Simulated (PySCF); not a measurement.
# TDDFT excited states: C2H3N

Methyl isocyanide, C2H3N.
SMILES: `[C-]#[N+]C`

Level of theory: TDDFT CAM-B3LYP/def2-SVPD, vertical, gas phase, core orbitals frozen in the response in PySCF. Geometry: GFN2-xTB; no solvent, vibrations or thermal averaging.

Problem. List the vertical singlet excitations with oscillator strengths and describe the spectrum.

Solution. 

```json
{"state": "S1", "E (eV)": "8.12", "E (hartree)": "0.2982", "f": "0.0000", "symmetry": "–", "main configurations (H = HOMO, L = LUMO)": "H-2/H-1→L+1/L+2 (≥90%)"}
{"state": "S2", "E (eV)": "8.25", "E (hartree)": "0.3033", "f": "0.078", "symmetry": "E", "main configurations (H = HOMO, L = LUMO)": "H→L+1/L+2 (≥94%)"}
{"state": "S3", "E (eV)": "8.25", "E (hartree)": "0.3033", "f": "0.078", "symmetry": "E", "main configurations (H = HOMO, L = LUMO)": "H→L+1/L+2 (≥94%)"}
{"state": "S4", "E (eV)": "8.42", "E (hartree)": "0.3094", "f": "0.0012", "symmetry": "–", "main configurations (H = HOMO, L = LUMO)": "H-2/H-1→L+1/L+2 (≥85%)"}
{"state": "S5", "E (eV)": "8.42", "E (hartree)": "0.3094", "f": "0.0011", "symmetry": "–", "main configurations (H = HOMO, L = LUMO)": "H-2/H-1→L+1/L+2 (≥85%)"}
{"state": "S6", "E (eV)": "8.65", "E (hartree)": "0.3179", "f": "0.021", "symmetry": "A1", "main configurations (H = HOMO, L = LUMO)": "H→L (92%)"}
{"state": "S7", "E (eV)": "9.02", "E (hartree)": "0.3315", "f": "0.0057", "symmetry": "E", "main configurations (H = HOMO, L = LUMO)": "H-2/H-1→L (≥95%)"}
{"state": "S8", "E (eV)": "9.02", "E (hartree)": "0.3315", "f": "0.0057", "symmetry": "E", "main configurations (H = HOMO, L = LUMO)": "H-2/H-1→L (≥95%)"}
```

Triplets, Tamm–Dancoff:

```
state  E (eV)  λ (nm)  main configurations (H = HOMO, L = LUMO)
   T1    5.94   208.6                          H→L+1/L+2 (≥83%)
   T2    5.94   208.6                          H→L+1/L+2 (≥83%)
```

The lowest singlet comes at 153 nm (783 kJ/mol) in the vacuum ultraviolet; it is dark (f under 0.0005); its leading configuration is HOMO-2/HOMO-1→LUMO+1/LUMO+2 (≥90%). The strongest level in the table is S2/S3 at 8.25 eV (150 nm, f = 0.155 summed). S2/S3, S4/S5 and S7/S8 lie within about 0.01 eV of each other in each set; the point group C3v has degenerate representations, and within a degenerate level the listed configurations can mix freely. Löwdin shares by element: HOMO carbon 83% or more, nitrogen 15%; LUMO carbon 50% or more, hydrogen 38%. Of the 8 states listed, 3 reach f = 0.01 and 1 stays under 0.0005. The listed states span 0.91 eV, and the widest gap between neighbours is 0.37 eV (S6 to S7). The oscillator strengths of these states sum to 0.191; summed over the whole spectrum of an exact calculation they would give the number of electrons, 22 (Thomas–Reiche–Kuhn). Symmetry labels in C3v follow from the direction of the transition dipole and are given only for states with f of 0.002 or more. Orbitals of the list HOMO-3 to LUMO+2 that lie within 0.01 eV of each other are written together with a slash and their weights summed (≥ marks a lower bound); for degenerate orbitals outside that list single weights are arbitrary. Only the lowest 8 singlets were computed, as vertical energies without vibronic structure.

The run took 3.7 s on x86-64 server, one thread (shared host).
